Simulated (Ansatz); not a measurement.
# How far is PAW off for NiO?

```xyz
2
Lattice="0.0000 2.1085 2.1085 2.1085 0.0000 2.1085 2.1085 2.1085 0.0000" Properties=species:S:1:pos:R:3 pbc="T T T"
Ni    0.0000    0.0000    0.0000
O     2.1085    2.1085    2.1085
```

Atoms are numbered in the order listed.

The cell was built from the rocksalt type and relaxed in the same program, and has space group Fm-3m; it needn't be a known or the stable phase.

Semilocal functionals without U often leave such compounds metallic or with too small a gap, and the real magnetic order may differ.

The magnetic state is the one reached from the start moments; no search over orders was made, so it needn't be the ground state.

Levels of theory: DFT, PBE, PAW with Ansatz's default frozen-core files, scalar-relativistic (Ansatz 0.2.0); DFT, PBE, all-electron LAPW, scalar-relativistic (Ansatz 0.2.0).

For PAW: a Γ-centred 16×16×16 k mesh, Fermi–Dirac smearing of 0.03 eV, cutoff 420 eV, spin-polarised from start moments Ni1 1.5 μB. LAPW targets a basis error of 1 meV/atom. The Ansatz runs share mesh, smearing and spin set-up. Plane-wave (PAW) pressures include the program's estimate of the Pulay term.

Stress and pressure are positive in compression.

```json
{"method": "PAW", "moment of the cell (μB)": "1.81", "site moments (μB)": "Ni1 1.46, O2 0.30", "symmetry operations kept": "48", "pressure (GPa)": "0.00"}
{"method": "LAPW", "moment of the cell (μB)": "1.85", "site moments (μB)": "Ni1 1.53, O2 0.30", "symmetry operations kept": "48", "pressure (GPa)": "0.42"}
```

Q: Can the differences be read as the error of the PAW files?

A: Yes, as far as these numbers show: moments and symmetry agree, so the runs reached one state, and PAW's pressure is off by -0.42 GPa.
